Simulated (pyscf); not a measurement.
Thermochemistry of product channels of H₃Si–Si•(SiH₃)–SiH₃ + germane (GeH₄) on the doublet surface, in kcal/mol, from ωB97M-D3(BJ)/def2-TZVP energies (ideal gas, 1 atm, RRHO with modes under 100 cm⁻¹ raised to 100, one conformer, R ln 2 for chiral ones without a mode under 150 cm⁻¹). PySCF, gas phase, ωB97X-D3(BJ)/def2-SVP geometries.

| products | ΔE | ΔH(298 K) | ΔG(298 K) | ΔG(1200 K) |
|---|---|---|---|---|
| H₃Si–SiH(SiH₃)–SiH₃ + GeH₃• | +0.7 | -0.1 | -0.8 | -3.6 |
| H₃Si–Si(SiH₃)(SiH₃)–GeH₃ + H atom (H•) | ___ | +16.1 | +18.8 | ___ |

Q: Some entries are withheld; supply them.

A: 
- H₃Si–Si(SiH₃)(SiH₃)–GeH₃ + H atom (H•), ΔE: +18.5
- H₃Si–Si(SiH₃)(SiH₃)–GeH₃ + H atom (H•), ΔG(1200 K): +22.8

These are energies of the channels, which say nothing of barriers. Elements up to Kr have no core potential and no relativistic terms here.
